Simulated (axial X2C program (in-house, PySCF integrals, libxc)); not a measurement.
**Which molecule gave these maps?**

PBE0 fields computed with an in-house all-electron X2C program for linear molecules (integrals from PySCF), scalar-relativistic, near the equilibrium distance, one atom at z = 0.

The maps cover the half plane through the axis: z from -2.4 to 3.0 Å along the bond, ρ from 0.15 to 2.25 Å away from it.

log10 of the density in e/bohr³:

```
 ρ\z  -2.4  -1.8  -1.2  -0.6   0.0   0.6   1.2   1.8   2.4   3.0
0.15  -4.9  -3.5  -2.1  -0.6   0.7  -0.3   0.4  -1.0  -2.2  -3.5
0.45  -5.0  -3.6  -2.2  -0.9  -0.3  -0.6  -0.8  -1.3  -2.3  -3.6
0.75  -5.2  -3.8  -2.6  -1.5  -0.9  -1.1  -1.2  -1.7  -2.6  -3.8
1.05  -5.4  -4.2  -3.0  -2.1  -1.6  -1.6  -1.8  -2.2  -3.0  -4.1
1.35  -5.7  -4.5  -3.5  -2.7  -2.3  -2.3  -2.4  -2.7  -3.5  -4.4
1.65  -6.0  -5.0  -4.0  -3.3  -3.0  -2.9  -3.0  -3.3  -4.0  -4.9
1.95  -6.4  -5.4  -4.6  -4.0  -3.6  -3.5  -3.6  -3.9  -4.5  -5.3
2.25  -6.8  -5.9  -5.1  -4.6  -4.3  -4.2  -4.2  -4.5  -5.1  -5.8
```

Electron localisation function (collinear form, no current term, damped to 0 at low density):

```
 ρ\z  -2.4  -1.8  -1.2  -0.6   0.0   0.6   1.2   1.8   2.4   3.0
0.15  0.00  0.03  0.64  0.93  0.42  0.81  0.89  0.97  0.93  0.16
0.45  0.00  0.02  0.52  0.89  0.79  0.83  0.37  0.96  0.91  0.09
0.75  0.00  0.01  0.31  0.77  0.77  0.73  0.76  0.92  0.81  0.02
1.05  0.00  0.00  0.13  0.48  0.52  0.51  0.65  0.79  0.51  0.00
1.35  0.00  0.00  0.03  0.17  0.22  0.26  0.36  0.44  0.10  0.00
1.65  0.00  0.00  0.00  0.03  0.06  0.09  0.12  0.09  0.01  0.00
1.95  0.00  0.00  0.00  0.00  0.01  0.01  0.01  0.00  0.00  0.00
2.25  0.00  0.00  0.00  0.00  0.00  0.00  0.00  0.00  0.00  0.00
```

Axial spin density in 10⁻³ e/bohr³:

```
 ρ\z  -2.4  -1.8  -1.2  -0.6    0.0   0.6   1.2   1.8  2.4  3.0
0.15   0.0   0.0   0.5  10.7  -64.1  33.2  32.7  90.5  6.3  0.3
0.45   0.0   0.0   0.2   1.9  -27.9   4.7  68.4  48.4  4.3  0.2
0.75   0.0   0.0   0.1  -0.2   -5.7   1.1  24.3  16.9  2.1  0.1
1.05   0.0   0.0   0.0  -0.2   -1.0   0.8   6.2   4.7  0.8  0.1
1.35   0.0   0.0   0.0   0.0   -0.1   0.3   1.5   1.2  0.3  0.0
1.65   0.0   0.0   0.0   0.0    0.0   0.1   0.3   0.3  0.1  0.0
1.95   0.0   0.0   0.0   0.0    0.0   0.0   0.1   0.1  0.0  0.0
2.25   0.0   0.0   0.0   0.0    0.0   0.0   0.0   0.0  0.0  0.0
```

Which molecule is it?
A. CO⁺
B. SrF⁺
C. NaO⁺
D. TcP⁻

A. CO⁺, with O at z = 0 and C at z = 1.107 Å, state M_S = 1/2, Λ = 0 (beyond evenly filled blocks: σα), basis O dyall-av3z [7s6p3d2f], C dyall-v3z [7s6p2d1f] (cores contracted in-house). The state is one determinant whose occupation by symmetry is held fixed; it was picked as the lowest of a PBE0 search that is not exhaustive.
